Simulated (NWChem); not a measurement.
Species: NH, triplet; SMILES [NH]

```xyz
2

N      0.0000     0.0000    -0.1395
H      0.0000     0.0000     0.9072
```
Atoms are numbered in this order, from 1.

Results from NWChem. Spin-unrestricted. Geometry: optimised at PBE0/def2-SVP, spin-unrestricted. No stability test was run on the SCF state. Level: B3LYP/def2-SVP with SMD (1 M gas to 1 M solution), gas-phase geometry. Reactions with the solvent are ignored.

**Question.** Predict the results for solvent cyclohexanone. Quantities: solvation free energy (kcal/mol); cavity-dispersion-structure term (kcal/mol); dipole in solution (D).

**Answer.** 
```json
{
  "solvation free energy (kcal/mol)": "-0.2",
  "cavity-dispersion-structure term (kcal/mol)": "2.7",
  "dipole in solution (D)": "1.85"
}
```
